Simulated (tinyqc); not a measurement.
Ways to converge the cycle: SCF convergence aids in the sto-6g basis, for LiH, spin multiplicity 1. Computed by the program tinyqc with PySCF. RHF with one setting changed at a time; a run stops when the energy changes by less than 1e-09 hartree and the error matrix is below 1e-5. The start is random orbitals. Damping d keeps d of the old density; a shift (hartree) raises the virtual levels; DIIS n extrapolates F over n matrices.

Geometry (angstrom):
```
atom       x       y       z
Li    0.0000  0.0000  0.0000
H     0.0000  0.0000  1.6420
```

lowest restricted solution found by these runs and by PySCF = -7.950103 hartree

Largest element of the error matrix X^T (FDS - SDF) X:
```
iteration    plain  damping 0.3  damping 0.6  shift 0.4   DIIS 3   DIIS 8
1          1.1e+00      1.1e+00      1.1e+00    1.1e+00  1.1e+00  1.1e+00
2          2.4e-01      3.0e-01      5.9e-01    2.3e-01  2.4e-01  2.4e-01
3          1.3e-01      1.0e-01      3.5e-01    2.1e-01  1.2e-01  1.2e-01
4          3.0e-02      5.2e-02      2.1e-01    1.2e-01  3.6e-02  3.6e-02
5          1.5e-02      3.3e-02      1.3e-01    8.6e-02  1.5e-02  1.6e-02
6          6.9e-03      2.2e-02      8.4e-02    6.7e-02  2.2e-03  2.1e-03
8          1.4e-03      8.7e-03      3.3e-02    4.0e-02  2.1e-04  2.2e-04
10         2.9e-04      3.4e-03      2.0e-02    2.2e-02  9.4e-06  7.2e-06
14         1.2e-05      4.8e-04      7.8e-03    5.9e-03        -        -
20               -      2.6e-05      1.8e-03    7.7e-04        -        -
30               -            -      1.5e-04    5.0e-05        -        -
45               -            -      3.6e-06          -        -        -
```

How each run ends:
```
run          iterations  E (hartree)         state
plain                16     -7.95010  lowest found
damping 0.3          24     -7.95010  lowest found
damping 0.6          46     -7.95010  lowest found
shift 0.4            37     -7.95010  lowest found
DIIS 3               11     -7.95010  lowest found
DIIS 8               10     -7.95010  lowest found
```

What does the comparison show, and why?

6 of 6 runs reach the lowest restricted solution found, in 10 to 46 iterations (fastest: DIIS 8). Plain steps already contract here, so damping only slows them. DIIS 3 and DIIS 8 gain by cancelling the error over several earlier matrices, much as a quasi-Newton step does.
